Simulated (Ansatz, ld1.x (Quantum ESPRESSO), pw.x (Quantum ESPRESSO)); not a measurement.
## pw.x on bcc Hf: one setting changed

Potential: norm-conserving Troullier–Martins (Kleinman–Bylander form), ld1.x (Quantum ESPRESSO) 7.5, PBEsol; core [Xe] 4f14, reference 5d2.5 6s1.5 6p0; waves: 6p (bound, empty): rc 3.25 bohr; 5d (bound): rc 2.50 bohr; 6s (bound): rc 2.35 bohr; local part: the s channel; core correction: Bessel-smoothed model core inside 1.55 bohr.

The reference run (k-mesh 13³, cutoffs 50/200 Ry, Fermi–Dirac 0.01 Ry, mixing_beta 0.4, conv_thr 1e-9, no spin) gives 0.38 GPa at 21.370 Å³/atom, where all-electron LAPW gives 0.10 GPa. This run, with its own iteration cap, changes k-mesh points per axis to 6.

```
&control
  calculation='scf', prefix='x', pseudo_dir='./', outdir='./tmp', tstress=.true., disk_io='none'
/
&system
  ibrav=0, nat=1, ntyp=1, ecutwfc=50, ecutrho=200, nbnd=9,
  occupations='smearing', smearing='fd', degauss=0.01
/
&electrons
  conv_thr=1e-09, mixing_beta=0.4, electron_maxstep=60
/
ATOMIC_SPECIES
Hf 1.0 Hf.UPF
CELL_PARAMETERS angstrom
  -1.74816133 1.74816133 1.74816133
  1.74816133 -1.74816133 1.74816133
  1.74816133 1.74816133 -1.74816133
ATOMIC_POSITIONS crystal
Hf 0.0000 0.0000 0.0000
K_POINTS automatic
6 6 6 0 0 0
```

```bash
pw.x < Hf.scf.in > Hf.scf.out
```

Task: How does the run end?

Result: It converges in 7 iterations; the free energy moves by +20.9 meV/atom and the pressure by +0.15 GPa.

```
Message from routine setup:
     using ibrav=0 with symmetry is DISCOURAGED, use correct ibrav instead
     lattice parameter (alat)  =       5.7219  a.u.
     unit-cell volume          =     144.2119 (a.u.)^3
     number of electrons       =         4.00
     number of Kohn-Sham states=            9
     kinetic-energy cutoff     =      50.0000  Ry
     charge density cutoff     =     200.0000  Ry
     scf convergence threshold =      1.0E-09
     Exchange-correlation= PBESOL
     number of k points=    16  Fermi-Dirac smearing, width (Ry)=  0.0100
     iteration #  1     ecut=    50.00 Ry     beta= 0.40
     total energy              =     -34.11507594 Ry
     estimated scf accuracy    <       0.03599882 Ry
     iteration #  2     ecut=    50.00 Ry     beta= 0.40
     total energy              =     -34.11198367 Ry
     estimated scf accuracy    <       0.00730181 Ry
     iteration #  3     ecut=    50.00 Ry     beta= 0.40
     total energy              =     -34.11313326 Ry
     estimated scf accuracy    <       0.00002128 Ry
     iteration #  4     ecut=    50.00 Ry     beta= 0.40
     total energy              =     -34.11313379 Ry
     estimated scf accuracy    <       0.00002344 Ry
     iteration #  5     ecut=    50.00 Ry     beta= 0.40
     total energy              =     -34.11313734 Ry
     estimated scf accuracy    <       0.00000006 Ry
     iteration #  6     ecut=    50.00 Ry     beta= 0.40
     total energy              =     -34.11313738 Ry
     estimated scf accuracy    <       0.00000002 Ry
     iteration #  7     ecut=    50.00 Ry     beta= 0.40
     the Fermi energy is     8.9435 ev
!    total energy              =     -34.11313738 Ry
     estimated scf accuracy    <          9.1E-10 Ry
     smearing contrib. (-TS)   =      -0.00876940 Ry
     The total energy is F=E-TS. E is the sum of the following terms:
     one-electron contribution =       5.73223338 Ry
     hartree contribution      =       0.00604348 Ry
     xc contribution           =     -31.02973089 Ry
     ewald contribution        =      -8.81291396 Ry
     convergence has been achieved in   7 iterations
          total   stress  (Ry/bohr**3)                   (kbar)     P=        5.32
     Message from routine punch:
     Nothing written, as per user request (disk_io='none')
```

The run took about 1.1 s on one core of a shared host (Neoverse-V1, 64 threads, 503 GiB, load 22).
